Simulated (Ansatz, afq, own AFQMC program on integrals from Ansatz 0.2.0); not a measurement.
# GePH⁺, doublet: AFQMC among the cluster methods

```xyz
3

Ge    0.0000    0.0000    0.1578
P     0.0000    0.0000   -1.8373
H     0.0000    0.0000    1.6795
```

Connectivity, by distances: GeH–P.

Basis cc-pVDZ. Noble-gas cores (and the filled d shells of Ga–Kr and In–Xe) are frozen. Integrals, coupled cluster, full CI and functionals: Ansatz 0.2.0; the random walks run on the same integrals in our own AFQMC program. The CISD trial takes its coefficients from CCSD amplitudes. Released means that phaseless walkers are propagated on without the constraint, phases kept. ± is one standard error of the sampling. No spin–orbit coupling.

Determinant: ROHF, the one that the program's search chose, which needn't be the lowest solution. The geometry is a PBE0/def2-TZVP stationary point of this or a neighbouring charge and spin state.

No full CI on the walks' own integrals is used here; CCSDTQ serves as the reference and is uncertain by about the last step of the cluster series.

Cautions: no relativity below Rb; no spin-orbit coupling; inner d shell frozen; higher spins were not checked; a spin-contaminated unrestricted determinant lies lower (UHF 124 meV lower, ⟨S²⟩ 0.99); the released energies are still falling, so no released level is given (meV from the phaseless value at times in 1/Eh: -4 ± 4 at 0.24, -12 ± 3 at 0.51, -19.2 ± 2.5 at 0.99, -24.2 ± 2.3 at 1.62, -30 ± 3 at 2.40), though the last usable value meets CCSDTQ within the noise.

- T1 diagnostic: 0.0235
- weight of the determinant in the CISD state: 0.862
- size of the correlated space: 9 electrons in 31 orbitals

| level | correlation energy (eV) |
| --- | --- |
| MP2 | -4.4745 |
| CCSD | -5.2593 |
| CCSD(T) | -5.5080 |

(1) Estimate where phaseless AFQMC with a CISD trial lies against CCSD(T) on the same integrals.

(1) 2.7 ± 0.5 kJ/mol below CCSD(T).

Reference: CCSDTQ, correlation energy -5.567 eV.

| level | E − E(reference) (kJ/mol) | share of correlation (%) |
| --- | --- | --- |
| CCSD(T) | 5.7 | 98.94 |
| CCSDT | 2.1 | 99.62 |
| CCSDT(Q) | 0.1 | 99.98 |
| ph-AFQMC/CISD | 3.0 ± 0.5 | 99.45 |

CCSDT and higher add their correlation energy to the determinant of the CCSD(T) run, since their own runs factorise the integrals more tightly (a shift of under 2 meV). A walk keeps the symmetry of its determinant, which the program's search chose and which needn't be the lowest solution, so a lower state of the same spin and another symmetry isn't excluded.
